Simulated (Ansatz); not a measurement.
# C2H6S: the cost of one run

Program: Ansatz 0.2.0. Level of theory: the levels named in each step. These are calculated values, not measurements.

### 1 The starting structure

Bond lengths: C1–C2 1.516 Å, C2–S3 1.829 Å, C1–H4 1.088 Å, C1–H5 1.089 Å, C1–H6 1.088 Å, C2–H7 1.089 Å, C2–H8 1.090 Å, S3–H9 1.332 Å. Angles: C1–C2–S3 112.3°, C1–C2–H7 111.2°, C1–C2–H8 111.7°, S3–C2–H7 104.5°, S3–C2–H8 107.8°, H7–C2–H8 109.0°, C2–C1–H4 109.9°, C2–C1–H5 110.8°, C2–C1–H6 110.4°, H4–C1–H5 108.6°, H4–C1–H6 108.6°, H5–C1–H6 108.5°, C2–S3–H9 96.0°.

Structure file:

```xyz
9

C    -1.5263    0.8072   -0.2723
C    -0.6376   -0.4042   -0.4743
S     0.9807   -0.2231    0.3595
H    -2.4982    0.6336   -0.7303
H    -1.0819    1.6915   -0.7259
H    -1.6709    0.9996    0.7882
H    -1.0776   -1.2946   -0.0266
H    -0.4484   -0.5943   -1.5309
H     1.3642    0.8604   -0.3129
```

### 2 A rough first relaxation, PBE-D4/def2-SVP

This run stands in another session on the same molecule. It ended at:

```xyz
9

C    -1.5453    0.8095   -0.2702
C    -0.6214   -0.3878   -0.4660
S     1.0046   -0.2401    0.3786
H    -2.5293    0.6297   -0.7534
H    -1.1141    1.7278   -0.7196
H    -1.7153    1.0102    0.8063
H    -1.0623   -1.3056   -0.0244
H    -0.4549   -0.6039   -1.5416
H     1.4422    0.8362   -0.3353
```

### 3 Relaxation, HF/STO-3G

input.yaml

```yaml
crystal:
  periodic: [false, false, false]
  atoms:
    - { symbol: C, position_ang: [-1.54534942, 0.80949721, -0.27021743] }
    - { symbol: C, position_ang: [-0.62142044, -0.38779792, -0.46596662] }
    - { symbol: S, position_ang: [1.00457599, -0.24006953, 0.37864591] }
    - { symbol: H, position_ang: [-2.5293318, 0.62969592, -0.75342983] }
    - { symbol: H, position_ang: [-1.11405215, 1.72784524, -0.7196036] }
    - { symbol: H, position_ang: [-1.71534702, 1.01021328, 0.80633061] }
    - { symbol: H, position_ang: [-1.06227713, -1.30564631, -0.02439485] }
    - { symbol: H, position_ang: [-0.45492336, -0.60385647, -1.54155093] }
    - { symbol: H, position_ang: [1.44221531, 0.83618858, -0.33531326] }
basis:
  gaussian: { orbitals: STO-3G }
hamiltonian:
  xc: hf
relax:
  f_tol: 0.002
  max_steps: 150
```

The run is started by

```console
> ansatz run input.yaml --threads 2 --pin off --max-ram 5120MiB --backend cpu --events-out ev --progress --plain --runs-dir out
```

What time and memory should one allow on 2 threads of Intel Xeon at 2.50GHz (Skylake/Cascade Lake), shared host?

About 20 s, with a peak of 0.097 GiB.
